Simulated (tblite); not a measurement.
# H4NaO2: the cost of one run

Computed with tblite 0.8.0 and PySCF 2.14.0; each step states its level. No surroundings beyond the atoms listed, unless a continuum is named. Atoms count from 0, parts from 1.

## 1. Starting point

7 atoms, charge 1, multiplicity 1; geometry: rigid parts in contact. Parts: 1 = atom 0, `[Na+]`, charge 1; 2 = atoms 1–3, `O`, charge 0; 3 = atoms 4–6, `O`, charge 0.

## 2. Docking the parts with GFN2-xTB

What the job is given:

```
{"job": {"kind": "dock", "xc": "GFN2-xTB", "basis": "xTB"}, "charge": 1, "multiplicity": 1, "parts": [{"atoms": "0-0", "charge": 1, "multiplicity": 1}, {"atoms": "1-3", "charge": 0, "multiplicity": 1}, {"atoms": "4-6", "charge": 0, "multiplicity": 1}]}
Na    -0.049216     0.255770    -0.369948
O      0.836064     1.913121    -1.135690
H      0.435270     2.755748    -1.386731
H      1.757197     2.006051    -1.413520
O      0.376810    -1.368584    -1.499122
H      0.746377    -2.215762    -1.220775
H      0.186589    -1.507674    -2.434166
```

Level: GFN2-xTB search for minima from random contacts, gas phase.

Command:

```bash
$ OMP_NUM_THREADS=1 python cluster_run.py task.json out
```

The driver reads the jobs from task.json and runs them one after another.

**Question.** How long does this first job take on 1 thread of Arm Neoverse V1, shared host?

About 1.4 s.
